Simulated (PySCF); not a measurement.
**ClH₃: one-bond stretch**

Method: PySCF, PBE0, basis Cl def2-TZVP, H def2-TZVP (no relativity, density fitting).

Rigid scan from the singlet minimum (Cl–H 1.275 Å, Cl–H 1.588 Å (×2); H–Cl–H 84.9° (×2), H–Cl–H 169.8°). Coordinate: the bond from Cl to the last atom (H) scaled, the rest fixed. Energies in kJ/mol from the minimum.

Q: Predict the curve at 0.92, 0.96, 1.00, 1.05, 1.12, 1.20, 1.35, 1.55, 1.80, 2.20.

A: 
```csv
scale of one bond,E (kJ/mol),dipole size (D)
0.92,6.2,1.36
0.96,1.4,1.17
1.00,0.0,1.11
1.05,1.8,1.20
1.12,9.0,1.54
1.20,21.8,2.03
1.35,52.4,2.92
1.55,97.0,–
1.80,148.3,–
2.20,210.3,–
```

At long bonds a restricted determinant can lie too high, and another spin state can fall below this curve.

Other isomers or separated fragments may lie lower.
